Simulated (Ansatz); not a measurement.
Reaction: C3H5Cl (SMILES C=CCCl) → C3H5 (SMILES [CH2]C=C, doublet) + Cl (doublet) (the C-Cl bond breaks)
Each species at its own B3LYP-D3(BJ)/def2-TZVP minimum (Ansatz, a first-principles code), one conformer.

Total energies in hartree (Ansatz). Radicals and triplets start from unrestricted determinants; spin-orbit coupling is neglected. Cores are frozen in correlated methods. No relativity. The UHF reference of C3H5 ([CH2]C=C, doublet) is spin-contaminated (<S^2> up to 0.20 over the pure value in the sets run).

| species | HF/cc-pV(T+d)Z | CCSD(T)/cc-pV(T+d)Z | HF/cc-pV(Q+d)Z | CCSD(T)/cc-pV(Q+d)Z | CCSD(T)/cc-pV(D+d)Z | CCSDT(Q)/cc-pV(D+d)Z |
|---|---|---|---|---|---|---|
| 1: C3H5Cl (SMILES C=CCCl) | -576.05378 | -576.81704 | -576.06498 | -576.87505 | -576.61976 | -576.62207 |
| 2: C3H5 (SMILES [CH2]C=C, doublet) | -116.51146 | -117.03223 | -116.51898 | -117.06590 | -116.91163 | -116.91406 |
| 3: Cl (doublet) | -459.48556 | -459.67356 | -459.48916 | -459.69449 | -459.60403 | -459.60445 |

Problem. Work out the bond dissociation energy (electronic) in kcal/mol: take Hartree-Fock from cc-pV(Q+d)Z, extrapolate the CCSD(T) correlation energy as X^-3 (X = 3, 4), and add CCSDT(Q) - CCSD(T) in cc-pV(D+d)Z. 1 hartree = 627.51 kcal/mol.

Solution. 
Species 1: correlation (64·(-0.81007) - 27·(-0.76326))/37 = -0.84423; step -0.00231; E1 = -576.06498 + (-0.84423) + (-0.00231) = -576.91152
Species 2: correlation (64·(-0.54692) - 27·(-0.52077))/37 = -0.56600; step -0.00243; E2 = -116.51898 + (-0.56600) + (-0.00243) = -117.08741
Species 3: correlation (64·(-0.20533) - 27·(-0.18800))/37 = -0.21798; step -0.00042; E3 = -459.48916 + (-0.21798) + (-0.00042) = -459.70756
-1·E1 +1·E2 +1·E3 = 0.11655 hartree = 73.1 kcal/mol.
